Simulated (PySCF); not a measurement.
Species: C₅H₈.
SMILES with atom numbers: `[CH3:1][CH2:2][C:3]1=[CH:4][CH2:5]1` (hydrogens: H6, H7, H8 on C1; H9, H10 on C2; H11 on C4; H12, H13 on C5)

Structure used (GFN2-xTB), in Å, numbered top down from 1:
```xyz
13
C5H8 angstrom
C     -1.753   -0.410    0.440
C     -0.738    0.658    0.044
C      0.558    0.075   -0.321
C      1.358   -0.933   -0.499
C      1.947    0.421   -0.778
H     -1.917   -1.100   -0.383
H     -2.703    0.048    0.705
H     -1.390   -0.975    1.295
H     -1.113    1.239   -0.806
H     -0.587    1.360    0.871
H      1.566   -1.974   -0.491
H      2.653    0.856   -0.077
H      2.115    0.735   -1.804
```

The closed-shell SCF was solved with PySCF and density fitting under several settings on one GFN2-xTB geometry (grid level 2 and gas phase unless stated).

```tsv
settings	basis functions	SCF cycles	E (Eh)	HOMO (eV)	LUMO (eV)	dipole (D)
PBE0/pcSseg-1	125	12	-194.9897	-6.82	0.56	0.93
PBE0/def2-SVPD	164	12	-194.8855	-6.82	0.46	0.93
PBE0/def2-SVPD, IEF-PCM methanol, grid level 1	164	9	-194.8880	-6.86	0.46	1.20
OPBE/pcSseg-1	125	14	-195.1585	-5.65	-0.40	0.98
PBE0/pcSseg-1, grid level 4	125	12	-194.9897	-6.82	0.56	0.93
PBE0/pcSseg-1, grid level 4, fitting basis def2-qzvpp-jkfit	125	9	-194.9897	-6.82	0.56	0.93
```

Q: Estimate the rows for these settings: (1) HSE06/aug-pcSseg-1, fitting basis def2-universal-jkfit, start guess sap; (2) OPBE/cc-pVDZ.

A: 
```csv
settings,basis functions,SCF cycles,E (Eh),HOMO (eV),LUMO (eV),dipole (D)
"HSE06/aug-pcSseg-1, fitting basis def2-universal-jkfit, start guess sap",202,13,-195.0122,-6.40,-0.28,0.94
OPBE/cc-pVDZ,110,14,-195.2024,-5.54,-0.25,1.01
```

Q: Over all rows, what range does the HOMO–LUMO gap span?

A: From 5.25 eV to 7.38 eV.

Q: And the dipole moment?

A: From 0.93 D to 1.20 D; the largest is 1.29 times the smallest, and the median is 0.94 D.

Q: Compare two rows with the functional OPBE: OPBE/cc-pVDZ and OPBE/pcSseg-1. Which energy is lower, and by how much?

A: OPBE/cc-pVDZ (110 functions) lies 0.0439 Eh or 28 kcal/mol below OPBE/pcSseg-1 (125 functions). The smaller set gives the lower energy; the two sets aren't nested, so the variational bound doesn't order them by size.

Cycle counts include a coarse-grid stage where the run had one. Geometry: GFN2-xTB, one conformer.
